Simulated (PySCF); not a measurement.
A side-by-side comparison of computed properties.

First species: H₄O₂Si.
InChI=1S/H4O2Si/c1-3-2/h1-2H,3H2

Second species: (CH3)3CCH2F, C5H11F.
Cartesian coordinates in Å at the PBE0-D3(BJ)/def2-SVP level; atoms count from 1:
```
atom  x, y, z in Å
C1    -0.6180    0.5918   -1.2827
C2    -0.0049   -0.0072   -0.0179
C3    -0.8875   -1.1374    0.5136
C4     1.4010   -0.5345   -0.3084
C5     0.0816    1.0962    1.0303
F6     0.6312    0.6261    2.1998
H7    -0.7080   -0.1755   -2.0672
H8     0.0026    1.4082   -1.6857
H9    -1.6268    0.9924   -1.0925
H10   -0.4856   -1.5338    1.4575
H11   -0.9435   -1.9644   -0.2111
H12   -1.9141   -0.7846    0.7032
H13    1.8747   -0.9053    0.6122
H14    1.3672   -1.3608   -1.0352
H15    2.0437    0.2569   -0.7266
H16   -0.9241    1.4930    1.2571
H17    0.7102    1.9276    0.6644
```

Levels: PBE0/def2-SVPD for dipole moment, HOMO energy, LUMO energy, HOMO–LUMO gap, static isotropic polarisability and electronic spatial extent ⟨r²⟩ about the centre of nuclear charge; TDDFT PBE0/def2-SVPD for lowest singlet excitation; TDA PBE0/def2-SVPD for lowest triplet excitation (Tamm–Dancoff); ΔSCF PBE0/def2-SVPD for vertical ionisation energy; PBE0-D3(BJ)/def2-SVP for rotational constant A and rotational constant C. Geometries: PBE0-D3(BJ)/def2-SVP. All species are isolated and taken at one optimised geometry, non-relativistic unless stated. Electronic properties by PySCF.

The conformers computed, where there is a choice (atom-mapped SMILES and torsion angles):
- `[OH:1][SiH2:2][OH:3]`: H–O1–Si2–O3 66°, H–O3–Si2–O1 65°
- `[CH3:1][C:2]([CH3:3])([CH3:4])[CH2:5][F:6]`: C1–C2–C5–F6 180°

Values for the first species:

- Dipole moment: 0.79 D
- HOMO energy: -8.99 eV
- LUMO energy: 0.03 eV
- HOMO–LUMO gap: 9.02 eV
- Lowest singlet excitation: 7.63 eV
- Lowest triplet excitation (Tamm–Dancoff): 7.30 eV
- Static isotropic polarisability: 35.4 au
- Vertical ionisation energy: 11.37 eV
- Electronic spatial extent ⟨r²⟩ about the centre of nuclear charge: 240 bohr²
- Rotational constant A: 22.870 GHz
- Rotational constant C: 6.007 GHz

Estimate the same properties for the second species, and the change in each.

```
                                                         property       first     second  second less first
                                                    dipole moment      0.79 D     1.74 D            +0.95 D
                                                      HOMO energy    -8.99 eV   -8.95 eV           +0.04 eV
                                                      LUMO energy     0.03 eV    0.60 eV           +0.57 eV
                                                    HOMO–LUMO gap     9.02 eV    9.55 eV           +0.53 eV
                                        lowest singlet excitation     7.63 eV    8.45 eV           +0.82 eV
                         lowest triplet excitation (Tamm–Dancoff)     7.30 eV    8.26 eV           +0.96 eV
                                  static isotropic polarisability     35.4 au    64.0 au           +28.6 au
                                       vertical ionisation energy    11.37 eV   10.97 eV           -0.40 eV
electronic spatial extent ⟨r²⟩ about the centre of nuclear charge   240 bohr²  632 bohr²         +392 bohr²
                                            rotational constant A  22.870 GHz  4.432 GHz        -18.438 GHz
                                            rotational constant C   6.007 GHz  2.589 GHz         -3.418 GHz
```

On the first: The dipole equals about 2.6 × 10⁻³⁰ C·m (1 D = 3.33564 × 10⁻³⁰ C·m). The principal polarisabilities are 34.7, 35.2 and 36.2 au; their mean is the isotropic value.

On the second: In wavenumbers S1 is 68100 cm⁻¹ (1 eV = 8065.54 cm⁻¹).
